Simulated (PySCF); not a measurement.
## Isomers of C3H6: computed energies against enthalpies of formation

**What was measured.**

From CRC Handbook of Chemistry and Physics, for the gas at 298.15 K: enthalpy of formation of `C=CC` 20 kJ/mol; enthalpy of formation of `C1CC1` 53.3 kJ/mol.

How close the calculation comes is told at the end.

Differences of these values give the isomerisation enthalpies. Geometries: PBE0-D3(BJ)/def2-SVP; runs in PySCF, gas phase, with a dispersion term only where the level names one. Total electronic energies (Eh):

```json
{"SMILES": "C=CC", "PBE0-D3(BJ)/def2-SVP": "-117.67320"}
{"SMILES": "C1CC1", "PBE0-D3(BJ)/def2-SVP": "-117.66912"}
```

Zero-point and thermal terms are left out, so the computed numbers are electronic energies.

## Comparison

Relative to `C=CC`, the lowest by measurement, in kJ/mol (measured: enthalpies at 298.15 K; computed: electronic energies):

| SMILES | measured | PBE0-D3(BJ)/def2-SVP |
| --- | --- | --- |
| C=CC | 0.0 | 0.0 |
| C1CC1 | 33.3 | 10.7 |

Measured values: 20 kJ/mol (298.15 K; CRC Handbook of Chemistry and Physics) for the first row; the others come from the same table. Unsigned miss: PBE0-D3(BJ)/def2-SVP 22.6 kJ/mol. Where a level misses, the cause wasn't examined.
